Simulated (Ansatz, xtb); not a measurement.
**Two structures of FPSi**

We compare X, a triplet given by its coordinates, with Y, a singlet given by its coordinates. Both are isolated molecules in the gas phase, relaxed with PBE0-D3(BJ)/def2-SVP.

X (Å):

```xyz
3

F    -2.7627    2.1944    2.2578
P    -2.7161    0.5603    2.2874
Si   -1.0361    0.0639    3.6751
```

Close contacts (Å): F1–P2 1.63, P2–Si3 2.23.

Y (Å):

```xyz
3

F     0.4843    0.6432    0.2837
P    -0.6915    0.2559   -1.1505
Si   -0.8135   -0.6612    0.7431
```

Close contacts (Å): F1–P2 1.89, F1–Si3 1.90, P2–Si3 2.11.

**Question.** Which of the two would you expect CCSD(T)/def2-TZVPP electronic energies to favour?

**Answer.** Structure Y; the calculation gives E(Y) − E(X) = −0.753 eV.

The same difference at several levels:

```tsv
level	geometry	E(Y) − E(X) (eV)	departure from the last row (eV)	job, with rough time for the two
PBE0-D3(BJ)/def2-SVP	PBE0-D3(BJ)/def2-SVP	−0.764	−0.011	optimisation, 22 s
HF/def2-TZVPP	PBE0-D3(BJ)/def2-SVP	+0.262	+1.015	part of the CCSD(T) run
MP2/def2-TZVPP	PBE0-D3(BJ)/def2-SVP	−0.835	−0.082	part of the CCSD(T) run
CCSD(T)/def2-TZVPP	PBE0-D3(BJ)/def2-SVP	−0.753		single point, 41 s
```

HF/def2-TZVPP puts the two in the other order. The largest departure from CCSD(T)/def2-TZVPP is that of HF/def2-TZVPP, 1.015 eV. Levels run at GFN2-xTB geometries aren't shown. The triplet state of X needn't be its ground state.

With harmonic frequencies from PBE0-D3(BJ)/def2-SVP (ideal gas, rigid rotor, one conformer each, 298.15 K, 1 atm): on the last row, ΔE + ΔZPE = −0.754, ΔH = −0.756, ΔG = −0.716 eV.

The T1 diagnostic of structure Y is large, so the coupled-cluster value is less sure. Open shells are spin-unrestricted. The correlated steps freeze 11 core orbitals. ΔG holds the spin degeneracy. Run with Ansatz 0.2.0; the last row on 1 thread of Arm Neoverse V2 on a shared host.
